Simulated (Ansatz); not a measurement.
Gas-phase electronic energies from Ansatz, PBE0-D4/def2-TZVP geometries. CBS: MP2 limit from def2 TZ/QZ plus the TZ coupled-cluster correction, frozen cores. This one scheme is used for every species. DFT in def2-TZVPP. B3LYP here is the variant with VWN-RPA as its local correlation; programs differ in this. One conformer a species, not always the lowest.

`FCCCCl` + H₂O → `OCCCCl` + H–F  (formal hydrolysis of a C–F bond)

| level | ΔE (kcal/mol) | difference from CCSD(T)/CBS |
| --- | --- | --- |
| PBE-D4 | 2.7 | 0.9 |
| r2SCAN-D4 | 3.3 | 1.5 |
| PBE0-D4 | 2.3 | 0.5 |
| B3LYP-D4 | 3.2 | 1.4 |
| ωB97X-V | 3.1 | 1.3 |
| ωB97M-V | 3.0 | 1.2 |
| B2PLYP | 2.9 | 1.1 |
| PBE | 3.0 | 1.2 |
| r2SCAN | 3.4 | 1.6 |
| PBE0 | 2.6 | 0.8 |
| B3LYP | 3.7 | 1.9 |
| HF/def2-TZVPP | 4.0 | 2.2 |
| MP2/def2-TZVPP | 1.1 | -0.7 |
| SCS-MP2/def2-TZVPP | 1.8 | 0.0 |
| CCSD/def2-TZVPP | 2.1 | 0.3 |
| CCSD(T)/def2-TZVPP | 1.9 | 0.1 |
| HF/def2-QZVPP | 4.0 | 2.2 |
| MP2/def2-QZVPP | 1.0 | -0.8 |
| SCS-MP2/def2-QZVPP | 1.8 | 0.0 |
| HF/CBS(def2) | 4.0 | 2.2 |
| MP2/CBS(def2) | 1.0 | -0.8 |
| CCSD/CBS(def2) | 2.0 | 0.2 |
| CCSD(T)/CBS | 1.8 | 0 |

Largest T1 diagnostic among the species: 0.010.

In def2-TZVPP, CCSD(T) changes the Hartree–Fock value by −2.1 kcal/mol (the triples alone add −0.2 kcal/mol) and MP2 by −2.9 kcal/mol.
